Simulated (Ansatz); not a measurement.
**Mg₂ (triplet): the correlation ladder at distance Mg1–Mg2 = 2.231 Å, aug-cc-pVTZ**

An exercise on one series of results from a longer session: the logs are not shown, and one member is left open.

Program: Ansatz 0.2.0, Gaussian basis. Level of theory: aug-cc-pVTZ, core rule «outside noble gas», up to 10 orbitals frozen. These are calculated values, not measurements.

Plan: UHF; CCSD(T) on ROHF; CCSD(T) on UHF; BCCD(T) on ROHF; CCSDT(Q) on ROHF; CCSDT(Q) on UHF; CASSCF and NEVPT2, 4 electrons in 8 orbitals; Full CI.

25 further runs of the same task are left out: 5 for a known fault of the program, 16 that didn't finish, 4 set aside as unsound or not needed.

**What is computed**

The geometry derives from a PBE0/def2-TZVP stationary point (not a proven minimum). One bond is set to the value named and the two fragments are kept rigid.

2 atoms, charge 0, spin multiplicity 3.

Atoms are counted from 1 here; the program's logs count them from 0.

Bond lengths: Mg1–Mg2 2.231 Å.

The first run:

Input file in.yaml:

```yaml
crystal:
  periodic: [false, false, false]
  atoms:
    - {symbol: Mg, position_ang: [0.000000, 0.000000, 0.000000]}
    - {symbol: Mg, position_ang: [0.000000, 0.000000, 2.231000]}
basis:
  gaussian: {orbitals: aug-cc-pVTZ}
magnetization: {spin_polarized: true, initial_magnetization: 2}
hamiltonian: {xc: hf}
output: {orbitals: {seedname: orbitals}}
```

Launch:

```
ansatz run in.yaml --threads 1 --pin off --events-out ev --progress --plain --max-ram 2393MiB
```

Steps of the session up to this table: UHF; CCSD(T) on ROHF; CCSD(T) on UHF; BCCD(T) on ROHF; CCSDT(Q) on ROHF; CCSDT(Q) on UHF; CASSCF and NEVPT2, 4 electrons in 8 orbitals; Full CI.

One table of the session follows, with a row left open; its other results are not shown here.

It belongs to the step «Misses and costs». 

```
        method  from FCI (meV)
          ROHF         +1925.2
           UHF         +1699.5
          RMP2          +490.0
          UMP2          +568.4
         RCCSD          +127.8
         UCCSD               ?
      RCCSD(T)           +32.6
      UCCSD(T)           +35.7
       BCCD(T)           +34.4
        RCCSDT            +4.9
        UCCSDT            +3.9
     RCCSDT(Q)            +1.0
     UCCSDT(Q)            +0.5
CASSCF valence          +773.5
NEVPT2 valence          +221.2
           FCI               0
```

Estimate the missing values for UCCSD.

The run gave: from FCI (meV): +118.1. In the column «from FCI (meV)» it lies between UCCSD(T) (+35.7) and RCCSD (+127.8).

Caveats from the session: Levels on UHF freeze UHF's core orbitals, full CI those of ROHF, so the U rows can settle a little off it for that reason alone. Restricted and unrestricted rows rest on different reference determinants; where their highest levels disagree by more than a few hundredths of an eV, they describe different states and don't form one ladder.
